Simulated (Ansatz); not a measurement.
**Heating and cooling a random packing of Al₃Si₈N₃**

A packing of 14 atoms, thrown in at random and pushed apart as soft spheres with like charges further apart (3 Al, 3 N, 8 Si) went through Langevin stages in a fixed cell of 15.98 Å³/atom, at one k point, without spin and with a Fermi–Dirac width of kT (0.05 eV at least). Theory: DFT PBE, scalar-relativistic, plane waves, PAW (Ansatz).

| thermostat (K) | duration (fs) | friction (1/fs) | cutoff (eV) | mean T (K) | mean P (GPa) | mean square displacement (Å²) |
| --- | --- | --- | --- | --- | --- | --- |
| 4000 | 48 | 0.030 | 320 | 3669 | 3.4 | 0.42 |
| 4000 | 500 | 0.030 | 420 | 3862 | 6.1 | 2.15 |
| 2880 | 500 | 0.030 | 420 | 2809 | 2.1 | 2.18 |
| 1600 | 500 | 0.030 | 420 | 1554 | 0.6 | 1.28 |
| 300 | 500 | 0.030 | 420 | 374 | -3.8 | 0.45 |

Means run over the second half of a stage; pressure includes the kinetic part; displacements count from the stage's start, the atoms' common shift taken off.

Cell and atoms were then relaxed on coarser meshes and computed once more: Plane waves to 420 eV, a k mesh through Γ of 6×6×5 on the computed 14-atom cell and Gaussian smearing (0.10 eV); no spin polarisation.

Question: What structure is left?

Answer: One draw of many: 14.94 Å³/atom with no gap on the mesh, 0.09 eV/atom below the elements' standard states (static lattices, no corrections for gases) (a random packing after short dynamics, relaxed).

Counting as bonded all pairs within 1.2 times the summed covalent radii:

| atom → neighbour | mean count | mean length (Å) | spread (Å) |
| --- | --- | --- | --- |
| Al → Al | 0.67 | 2.82 | 0.00 |
| Al → N | 2.00 | 1.94 | 0.03 |
| Al → Si | 3.00 | 2.65 | 0.10 |
| N → Al | 2.00 | 1.94 | 0.03 |
| N → Si | 1.67 | 1.78 | 0.04 |
| Si → Al | 1.12 | 2.65 | 0.10 |
| Si → N | 0.62 | 1.78 | 0.04 |
| Si → Si | 3.00 | 2.46 | 0.08 |

Angles between all pairs of such bonds at an atom (mean ± spread): 100 ± 32° at Al, 112 ± 11° at N, 105 ± 25° at Si.

```yaml
crystal:
  lattice:
    - [5.81580, 0.11558, -0.45827]
    - [0.10156, 5.62907, -0.22877]
    - [-0.49265, -0.27009, 6.43890]
  atoms:
    - { symbol: Al, position: [0.42052, 0.62108, 0.91509] }
    - { symbol: Al, position: [0.32091, 0.87158, 0.34405] }
    - { symbol: Al, position: [0.93764, 0.70311, 0.88777] }
    - { symbol: N, position: [0.74700, 0.53659, 0.03759] }
    - { symbol: N, position: [0.31701, 0.36688, 0.05727] }
    - { symbol: N, position: [0.21381, 0.85009, 0.04872] }
    - { symbol: Si, position: [0.09849, 0.11630, 0.58180] }
    - { symbol: Si, position: [0.75304, 0.63087, 0.31529] }
    - { symbol: Si, position: [0.60387, 0.96355, 0.72564] }
    - { symbol: Si, position: [0.14077, 0.13558, 0.95327] }
    - { symbol: Si, position: [0.71784, 0.06559, 0.36594] }
    - { symbol: Si, position: [0.12054, 0.54738, 0.55050] }
    - { symbol: Si, position: [0.76642, 0.20997, 0.02353] }
    - { symbol: Si, position: [0.40881, 0.38150, 0.33109] }
```

The final mesh leaves forces up to 0.48 eV/Å and stresses up to 1.7 GPa: the relaxation ran on a coarser mesh, so the cell's shape, its bonds and its energy belong partly to that mesh.

Spin polarisation was left out, and a magnetic state may lie lower.

Cost: 6 runs of about 21 core-minutes in all (earlier runs that led there not counted), on Arm Neoverse V1 (shared hosts).